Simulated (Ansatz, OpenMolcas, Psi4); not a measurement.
## A ladder of methods for [BCl2]+ (SMILES Cl[B+]Cl)

[BCl2]+: 3 atoms, total charge +1, spin state singlet. SMILES: `Cl[B+]Cl`. Geometry: relaxed at PBE0-D4/def2-TZVP.

```xyz
3

Cl   -1.2679    0.7857   -0.6053
B     0.0000    0.0000    0.0000
Cl    1.2679   -0.7857    0.6053
```

Quantity: the vertical energy of the triplet above the singlet, in eV. The values are calculated.

| level | kind | program | value (eV) | CPU time (all runs) |
| --- | --- | --- | --- | --- |
| HF/cc-pVTZ | Hartree–Fock | Ansatz | 6.43 | 77 s |
| SVWN5/cc-pVTZ | LDA | OpenMolcas | 6.17 | 35 s |
| BLYP/cc-pVTZ | GGA | OpenMolcas | 6.03 | 59 s |
| M06-L/cc-pVTZ | meta-GGA | OpenMolcas | 6.37 | 65 s |
| BHLYP/cc-pVTZ | global hybrid | OpenMolcas | 6.53 | 47 s |
| wB97X-V/cc-pVTZ | range-separated hybrid | Psi4 | 6.73 | 3.1 min |
| MP2/cc-pVTZ | perturbation theory | Psi4 | 7.07 | 1.9 min |
| CCSD(T)/cc-pVTZ | coupled cluster or CI | Ansatz | 6.87 | 69 s |
| CCSD/cc-pVTZ | coupled cluster or CI | Ansatz | 6.90 | 65 s |

The values span 6.03 to 7.07 eV. The coupled-cluster rows rest on a doubtful reference here (large T1 or Brueckner and Hartree–Fock orbitals at odds), and rows may lie in different states. Times are those of the runs behind each value, whatever else they computed, on shared processors of several kinds: orders of magnitude only.
